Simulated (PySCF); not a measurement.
## Where the electron goes

Compound: C4H2N2.
Geometry (PBE0-D3(BJ)/def2-SVP, Å), atoms numbered from 1 in this order:
```xyz
8
C4H2N2 angstrom
C     -0.1305   -1.1641    0.3693
C      0.0122    0.1116   -0.0365
C      1.3066    0.7254   -0.1442
N      2.3546    1.2111   -0.2269
C     -1.1221    0.9233   -0.3808
N     -2.0435    1.5696   -0.6536
H      0.7445   -1.7632    0.6273
H     -1.1218   -1.6143    0.4454
```

Method used: TDDFT CAM-B3LYP/def2-SVPD, vertical, gas phase, core orbitals frozen in the response in PySCF.

Frontier orbitals with the atoms that hold most of them (Löwdin shares over 4%, at most four atoms; ? is withheld):

```
orbital  ε (eV)                           atoms
 LUMO+2    1.07  C5 22%, C3 22%, C1 18%, N6 10%
 LUMO+1    0.38  C1 16%, N6 16%, N4 16%, C5 15%
   LUMO   -1.91                               ?
   HOMO  -10.33  C1 25%, C2 21%, N4 15%, N6 15%
 HOMO-1  -11.85                               ?
 HOMO-2  -12.14  N6 26%, N4 26%, C5 22%, C3 22%
 HOMO-3  -12.22  N6 25%, N4 25%, C5 19%, C3 19%
```

**Question.** Which atoms hold the LUMO, and with what shares?

**Answer.** C1 (bonded to C and 2 H) 36%; C2 (bonded to 3 C) 22%; N6 (bonded to C) 9%; N4 (bonded to C) 9%. By element: carbon 58% or more, nitrogen 18%.

**Question.** Give the leading atoms of the HOMO-1.

**Answer.** N4 (bonded to C) 27%; N6 (bonded to C) 27%; C3 (bonded to C and N) 22%; C5 (bonded to C and N) 22%. By element: nitrogen 54%, carbon 43% or more.

**Question.** The HOMO–LUMO gap is 8.42 eV. Where does the response calculation put the lowest singlet, and from which orbitals?

**Answer.** S1 is at 5.88 eV (f = 0.282), 2.54 eV below the gap, made of HOMO→LUMO (93%). Without the coupling terms of the response equations the lowest excitation would equal the gap.

**Question.** One configuration dominates each of S1, S2, S4 and S5. Which, and how do the shares of the two leading atoms of either orbital change from the occupied to the empty one?

**Answer.** 
- S1 (5.88 eV, f 0.282), HOMO→LUMO (93%): C1 25% → 36%, C2 21% → 22%
- S2 (6.19 eV, f 0.0000), HOMO-1→LUMO (92%): N4 27% → 9%, N6 27% → 9%, C1 at most 4% → 36%, C2 at most 4% → 22%
- S4 (6.76 eV, f 0.0005), HOMO→LUMO+1 (74%): C1 25% → 16%, C2 21% → at most 15%, N6 15% → 16%
- S5 (6.87 eV, f 0.058), HOMO-2→LUMO (79%): N6 26% → 9%, N4 26% → 9%, C1 at most 6% → 36%, C2 at most 6% → 22%
